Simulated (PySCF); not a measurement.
Molecule: SMILES C(#N)N, CH$_{2}$N$_{2}$.

Structure with atom numbers: `[N:1]#[C:2][NH2:3]`. Each H is labelled by its parent atom.

Geometry PBE0-D3(BJ)/def2-SVP throughout; GIAO in PySCF 2.14.0 with density-fitted response routines, gas phase, one conformer, non-relativistic; equivalent atoms averaged; basis pcSseg-2.

(1) How do the absolute shieldings σ depend on the functional? (ppm; last column core-seconds on shared hosts with different chips, so compare them loosely; the GGAs took longer than the global hybrids here, which isn't the general rule, and the cause wasn't traced)

(2) Which nucleus moves most, in ppm?

Results:

(1) 
```csv
functional,kind,N1,N3,C2,H(N3),core-s
HF,Hartree–Fock,13.7,248.3,70.7,28.85,2.7
LDA,LDA,10.3,236.9,60.1,28.37,8.9
PBE,GGA,17.5,232.4,63.8,28.75,11
BLYP,GGA,15.2,229.4,60.3,28.92,10
BP86,GGA,17.8,231.7,64.0,28.81,11
OPBE,GGA,27.9,233.7,71.7,28.71,11
KT2,GGA,34.8,233.4,73.5,28.63,11
KT3,GGA,35.8,231.2,73.7,28.75,11
B97-D,GGA,25.5,231.2,66.7,28.90,11
B3LYP,global hybrid,13.0,234.1,62.0,28.85,6.6
PBE0,global hybrid,15.4,237.5,65.7,28.72,6
mPW1PW91,global hybrid,14.1,236.4,65.1,28.76,6.1
WP04,global hybrid,5.6,220.5,58.2,28.86,3.8
B97-2,global hybrid,20.5,235.7,67.4,28.81,3.5
BHandHLYP,global hybrid,11.8,240.1,64.6,28.78,3.5
CAM-B3LYP,range-separated hybrid,13.1,239.8,62.1,28.82,4.6
wB97X-D,range-separated hybrid,14.1,238.2,64.6,28.86,7.8
LC-wPBE,range-separated hybrid,14.2,243.5,64.0,28.91,6.9
```

(2) N1 (nitrile nitrogen): from 5.6 ppm with WP04 to 35.8 ppm with KT3. The smallest spread is 0.55 ppm, at H(N3). Proton shifts span only some 12 ppm, so a few tenths of a ppm matter as much there as several ppm in carbon.
